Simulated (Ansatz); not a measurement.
**Forces on a displaced structure**

HS₂ (SMILES [S-]S) (charge -1), singlet, displaced at random from a GFN2-xTB minimum.

S1  (1.077, 0.803, 0.671)
S2  (0.008, -0.740, -0.097)
H3  (-1.075, -0.094, -0.592)
(Å)

Program: Ansatz 0.2.0. Basis: def2-TZVPPD. Cores are frozen in the correlated methods.

CCSD(T) forces from the calculation:
```json
{"atom": "S1", "Fx": "0.731", "Fy": "0.930", "Fz (eV/Å)": "0.509"}
{"atom": "S2", "Fx": "-0.798", "Fy": "-0.766", "Fz (eV/Å)": "-0.524"}
{"atom": "H3", "Fx": "0.067", "Fy": "-0.163", "Fz (eV/Å)": "0.015"}
```

Root-mean-square difference of the force components from those of CCSD(T): PBE0-D4 0.243; wB97M-V 0.125; r2SCAN-D4 0.210; PBE-D4 0.246; LC-wPBE 0.334; r2SCANh-D4 0.226 eV/Å.

No T1 diagnostic of these runs exceeds 0.013. These are differences at one structure, and CCSD(T) in triple zeta is itself an approximation.

For scale, one of the runs: CCSD(T)/def2-TZVPPD forces, 119 basis functions (an equivalent command: `ansatz run in.yaml --threads 4`). Hardware: 4 CPU threads, shared host. Wall time 11 s; peak host memory 0.76 GiB.
